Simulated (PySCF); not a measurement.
# H4Si2: the cost of one run

Method: levels as typed in each script, gas phase, geometry from GFN2-xTB; program: PySCF 2.14.0.

### 1 Where the work starts

SMILES `[SiH][SiH3]`, 6 atoms, charge 0, spin multiplicity 1.

Bond lengths: Si1–Si2 2.280 Å, Si1–H3 1.499 Å, Si2–H4 1.476 Å, Si2–H5 1.474 Å, Si2–H6 1.476 Å. Angles: Si2–Si1–H3 104.4°, Si1–Si2–H4 105.7°, Si1–Si2–H5 130.6°, Si1–Si2–H6 105.7°, H4–Si2–H5 103.5°, H4–Si2–H6 105.8°, H5–Si2–H6 103.5°.

As a file:

```xyz
6
charge 0, multiplicity 1
Si   -1.2507   -0.1008    0.0000
Si    1.0254    0.0269   -0.0001
H    -1.7045    1.3274    0.0002
H     1.4683   -0.7455    1.1773
H     1.9212    1.1971    0.0007
H     1.4689   -0.7448   -1.1769
```

### 2 Localised orbitals (CAM-B3LYP/def2-svp)

The input, input.py:

```python
import numpy as np
from pyscf import gto, scf, dft, lo
from pyscf.data.elements import chemcore

def solve(mol, dm0=None, hcore=None):
    mf = (dft.UKS if mol.spin else dft.RKS)(mol, xc='camb3lyp')
    mf.grids.level = 3
    mf = mf.density_fit(auxbasis='def2-universal-jkfit')
    mf.conv_tol, mf.max_cycle = 1e-8, 80
    if hcore is not None:
        mf.get_hcore = lambda *args: hcore
    mf.kernel(dm0)
    if not mf.converged:
        mf = mf.newton().run(mf.mo_coeff, mf.mo_occ, max_cycle=30)
    assert mf.converged, 'SCF not converged'
    return mf

mol = gto.M(atom='''
Si    -1.25073    -0.10079    -0.00002
Si     1.02545     0.02691    -0.00007
H     -1.70453     1.32737     0.00023
H      1.46829    -0.74551     1.17728
H      1.92123     1.19715     0.00068
H      1.46894    -0.74477    -1.17695
''', basis='def2-svp', charge=0, spin=0, verbose=4)
mf = solve(mol)
occ_all = mf.mo_coeff[:, mf.mo_occ > 0]
occ = occ_all[:, chemcore(mol):]
bo = lo.Boys(mol, occ)
loc = bo.kernel()
for _ in range(5):
    new, stable = bo.stability(return_status=True)
    if stable:
        break
    loc = bo.kernel(new)
fock, s = mf.get_fock(), mf.get_ovlp()
ortho = lo.orth_ao(mol, 'meta_lowdin')
labels = mol.ao_labels(fmt=None)
vir = loc[:, :0]
both = np.hstack([loc, vir])
p = (ortho.T @ s @ both) ** 2
pop = np.array([p[[l[0] == a for l in labels]].sum(0) for a in range(mol.natm)])
spd = np.array([[p[[l[0] == a and l[2][-1] == k for l in labels]].sum(0) for k in 'spd'] for a in range(mol.natm)])
eps = np.einsum('pi,pq,qi->i', both, fock, both)
for i in np.argsort(eps):
    top = np.argsort(-pop[:, i])[:3]
    print('%3d %s %9.4f Eh ' % (i + 1, 'occ' if i < loc.shape[1] else 'vir', eps[i]), '  '.join('%s%d %.3f' % (mol.atom_symbol(a), a + 1, pop[a, i]) for a in top))
np.savez('result.npz', c=both, nocc=loc.shape[1], pop=pop, spd=spd, eps=eps, e=mf.e_tot)
```

Command:

```
$ OMP_NUM_THREADS=1 python input.py
```

Q: Estimate wall time and peak memory on 1 thread of Intel Xeon Platinum 8259CL at 2.50GHz (Skylake/Cascade Lake), shared host.

About 5.3 s, with a peak of 0.28 GiB.
